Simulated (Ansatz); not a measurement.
This script drives the Ansatz DFT code, driven from Python.

`c5h7n_opt.py`:
```python
"""Relax the C5H7N molecule."""

import itertools

import ansatz
from ase.data import atomic_numbers, covalent_radii
import numpy as np

GEOMETRY = """
C     2.80180    0.64460    0.42920
C     1.81890   -0.19970    0.50840
C     0.82690   -1.03510    0.58210
C    -0.53330   -0.67990    0.12540
N    -0.85860    0.46060   -0.37610
C    -2.26810    0.54900   -0.74540
H     3.79630    0.37760    0.76580
H     2.63600    1.63580    0.02130
H     0.96640   -2.02960    0.98500
H    -1.27490   -1.49030    0.24960
H    -2.46740    1.54110   -1.16190
H    -2.91730    0.41730    0.12680
H    -2.52660   -0.19140   -1.51000
"""

geometry = ansatz.Crystal.molecule()
for line in GEOMETRY.strip().splitlines():
    symbol, *xyz = line.split()
    geometry = geometry.atom(symbol, [float(v) for v in xyz])

base = geometry.calculation()
base = base.basis(gaussian="def2-SVP").functional("PBE0")
symbols = [site.symbol for site in geometry.cartesian_sites]
start = np.array([site.position_ang for site in geometry.cartesian_sites], dtype=float)
data = base.relax(force_tolerance=0.02, max_steps=100).run(threads=1, pin="off").report
end = np.array(data["positions_ang"])

for key in ("converged", "free_energy_ev", "reference_energy_ev", "n_frozen", "n_occupied", "n_virtual"):
    print(f"{key:22s} {data[key]}")

# pairs closer than 1.2 times the sum of covalent radii, before or after
radius = [covalent_radii[atomic_numbers[s]] for s in symbols]
span = lambda where, i, j: np.linalg.norm(where[i] - where[j])
bonded = [(i, j) for i, j in itertools.combinations(range(len(symbols)), 2) if min(span(start, i, j), span(end, i, j)) < 1.2 * (radius[i] + radius[j])]
print("pair        before    after (A)")
for i, j in bonded:
    print(f"{symbols[i]}{i}-{symbols[j]}{j}".ljust(10), f"{span(start, i, j):8.4f} {span(end, i, j):8.4f}")
with open("c5h7n_opt.xyz", "w") as handle:
    handle.write(f"{len(symbols)}\nrelaxed C5H7N\n")
    handle.writelines(f"{s:2s} {x:11.6f} {y:11.6f} {z:11.6f}\n" for s, (x, y, z) in zip(symbols, end))
```

It is started by `python c5h7n_opt.py`. Estimate its wall time and peak memory on 1 thread of Arm Neoverse V1 (shared host).

It took about 2.9 min, with a peak of 0.35 GiB, for 1 run of the engine.

```console
$ python c5h7n_opt.py
converged              True
free_energy_ev         -6773.5538393619945
reference_energy_ev    -6773.5538393619945
n_frozen               0
n_occupied             [22, 22]
n_virtual              [97, 97]
pair        before    after (A)
C0-C1        1.2982   1.3037
C0-H6        1.0833   1.0956
C0-H7        1.0846   1.0956
C1-C2        1.2990   1.3177
C2-C3        1.4781   1.4703
C2-H8        1.0820   1.0966
C3-N4        1.2877   1.2678
C3-H9        1.1055   1.1111
N4-C5        1.4598   1.4306
C5-H10       1.0943   1.1031
C5-H11       1.0952   1.1032
C5-H12       1.0953   1.1096
```

File `c5h7n_opt.xyz` afterwards:
```text
13
relaxed C5H7N
C     2.797057    0.713135    0.561571
C     1.815315   -0.144659    0.551497
C     0.830401   -1.019979    0.543820
C    -0.536540   -0.747975    0.075652
N    -0.921179    0.379881   -0.357192
C    -2.277730    0.520393   -0.789196
H     3.464193    0.822385   -0.300629
H     2.976341    1.360565    1.427022
H     1.032189   -2.033616    0.910444
H    -1.227287   -1.616806    0.126306
H    -2.298168    0.861730   -1.837979
H    -2.773242    1.312195   -0.202170
H    -2.881249   -0.407250   -0.708948
```

Total energies depend on the basis set; only differences at equal settings carry meaning. The end point is the stationary point reached from this start; no frequency run checks that it is a minimum, and the basis set is modest.
